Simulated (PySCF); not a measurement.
Gas-phase reaction: 6 SiH3F + 2 SiH = 2 i-Si4H10 + 3 F2

Method: PySCF energies plus ideal-gas RRHO corrections (1 bar). † marks an energy on the PBE0/def2-TZVP geometry and frequencies; other levels use their own. Open shells (unrestricted): SiH (multiplicity 2); the rest are closed-shell singlets. Spin-orbit splitting is ignored; it lowers the true energy and changes the entropy of SiH.

BLYP/def2-TZVP† gives ΔH°(298 K) = 1647 kJ.

Task: What do PBE0/def2-TZVP, ωB97X-V/def2-TZVP†, HF/def2-TZVP† give?

Result: PBE0/def2-TZVP: 1572 kJ; ωB97X-V/def2-TZVP†: 1606 kJ; HF/def2-TZVP†: 2077 kJ. For scale, ΔH°(298 K) is 1647 kJ at this level, 1672 kJ at ωB97M-V/def2-TZVP†, and runs from 1344 to 2077 kJ over the 17 levels computed.
